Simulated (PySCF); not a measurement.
## Spin states of SF

Unrestricted PBE0; S def2-SVPD, F def2-SVPD; no relativity (PySCF 2.14). Outer shells of the fragments: S 3s2 3p4; F 2s2 2p5.

Followed along the bond (rough minima from three points):

```tsv
2Ms+1	unpaired	⟨S²⟩ at the start	R at minimum (Å)	Te (eV)
2	π ↑	0.75	1.63	0.00
4	σ ↑, π ↑↑	3.75	none in the scan	≤ 2.05
```

Solutions found at the starting distance of 1.600 Å, counted from the lowest of them; the search is not exhaustive and high or unbound solutions are not listed, so other states can lie among these:

```json
{"2Ms+1": "2", "unpaired": "π ↑", "term": "²Π", "E (eV)": "0.00", "⟨S²⟩": "0.75", "⟨Lz²⟩": "1.01", "μ (D)": "-0.79"}
{"2Ms+1": "4", "unpaired": "σ ↑, π ↑↑", "term": "⁴Σ⁻", "E (eV)": "2.63", "⟨S²⟩": "3.75", "⟨Lz²⟩": "0.00", "μ (D)": "-0.65"}
{"2Ms+1": "2", "unpaired": "σ ↑, π ↑↓", "term": "mixed", "E (eV)": "3.38", "⟨S²⟩": "1.76", "⟨Lz²⟩": "2.02", "μ (D)": "-0.56"}
{"2Ms+1": "2", "unpaired": "σ ↓, π ↑↑", "term": "mixed", "E (eV)": "3.42", "⟨S²⟩": "1.76", "⟨Lz²⟩": "0.00", "μ (D)": "-0.56"}
{"2Ms+1": "2", "unpaired": "σ ↑", "term": "mixed", "E (eV)": "4.62", "⟨S²⟩": "0.75", "⟨Lz²⟩": "2.01", "μ (D)": "-0.35"}
{"2Ms+1": "4", "unpaired": "π ↑↑↑", "term": "⁴Π", "E (eV)": "7.98", "⟨S²⟩": "3.76", "⟨Lz²⟩": "1.00", "μ (D)": "0.87"}
```

A term symbol is given only where ⟨S²⟩ and ⟨Lz²⟩ are close to those of a pure state; real π, δ and φ orbitals otherwise mix terms. A positive dipole means S(−)F(+).

Counting both spins, an empty level lies below a filled one in some of these solutions, because spin and occupation are held.
